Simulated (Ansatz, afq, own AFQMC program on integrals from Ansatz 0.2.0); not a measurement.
# SiH, doublet, reference energies and how methods fare

```xyz
2

Si    0.0000    0.0000    0.0000
H     0.0000    0.0000    1.5317
```

Geometry: a PBE0/def2-TZVP stationary point, not shown to be a minimum. Basis cc-pVTZ. Only valence electrons are correlated. Integrals, coupled cluster, full CI and functionals: Ansatz 0.2.0; the random walks run on the same integrals in our own AFQMC program. The CISD trial takes its coefficients from CCSD amplitudes. Released means that phaseless walkers are propagated on without the constraint, phases kept. Uncertainties: one standard error, sampling alone.

Best estimates are CCSD(T) at the basis-set limit (def2-TZVPP/QZVPP) plus the step from CCSD(T) to the highest rung at hand in cc-pVTZ, named in the table (released AFQMC can keep some 10 meV of bias). No zero-point, core-correlation or spin–orbit terms. Other levels are in cc-pVTZ; a dash marks a level that is missing or breaks spin symmetry for a member.

Cautions: SiH (doublet): the determinant is a saddle point among determinants of its kind; SiH⁺ (triplet): another spin lies lower; SiH⁺ (singlet): restricted determinant unstable towards unrestricted (UHF 2 meV lower, ⟨S²⟩ 0.06); row 1: this isn't the first ionization.

| process | r2SCAN (eV) |
| --- | --- |
| to charge +1, triplet (vertical) | 9.98 |
| to charge +1, singlet (vertical) | 8.21 |
| to free atoms | 3.11 |

(1) From these values, estimate the best estimates.

(1) 
```json
{"process": "to charge +1, triplet (vertical)", "best estimate (eV)": "10.19", "highest rung": "FCI"}
{"process": "to charge +1, singlet (vertical)", "best estimate (eV)": "7.93", "highest rung": "FCI"}
{"process": "to free atoms", "best estimate (eV)": "3.20", "highest rung": "FCI"}
```

Errors against the best estimates in eV, in the same order:

| level | error, 1 | error, 2 | error, 3 |
| --- | --- | --- | --- |
| MP2 | -0.30 | -0.15 | -0.29 |
| CCSD(T) | -0.08 | -0.07 | -0.11 |
| CCSD(T)/CBS | -0.01 | -0.01 | 0.00 |
| PBE | -0.14 | 0.11 | -0.10 |
| r2SCAN | -0.22 | 0.27 | -0.09 |
| PBE0 | -0.14 | 0.14 | -0.13 |
| B3LYP | 0.00 | 0.07 | 0.03 |
| wB97M-V | -0.08 | -0.22 | 0.01 |
| B2PLYP | -0.14 | -0.06 | -0.06 |

Cost at the first geometry (cards were shared with other jobs): PBE0/cc-pVTZ, 0.55 s on 1 thread of AMD EPYC 7R13 Processor (Zen 3) (shared host); UCCSD(T)/cc-pVTZ, 2.9 s on 1 × NVIDIA H100 80GB HBM3 with 1 thread of AMD EPYC 7R13 Processor (Zen 3), on a shared host; CCSD(T)/def2-QZVPP, 3.8 s on 1 × NVIDIA H100 80GB HBM3 with 1 thread of AMD EPYC 7R13 Processor (Zen 3), on a shared host; CCSDT(Q), 3.3 s on 1 × NVIDIA H100 80GB HBM3 with 1 thread of AMD EPYC 7R13 Processor (Zen 3), with other jobs on the host.

Best estimates are given only where the step beyond CCSD(T) is under 0.3 eV and no member's determinant is very poor (T1 over 0.05, or 0.07 for open shells, ⟨S²⟩ too high by 0.3, two states mixed), so the hardest cases are missing from such tables.

The functionals ran in a triple-zeta set and keep a basis error of their own, a few kJ/mol for each bond in atomization energies and more for double hybrids, so close places among them and the extrapolated levels can swap.

CCSDT and higher add their correlation energy to the determinant of the CCSD(T) run, since their own runs factorise the integrals more tightly (a shift of under 2 meV). Where the cautions show a poor determinant, the low rows tell how each method copes with it, not its usual error. Each member of a difference takes its own highest rung, so a best estimate needn't equal the limit plus the step of one row. A walk keeps the symmetry of its determinant, which the program's search chose and which needn't be the lowest solution, so a lower state of the same spin and another symmetry isn't excluded.
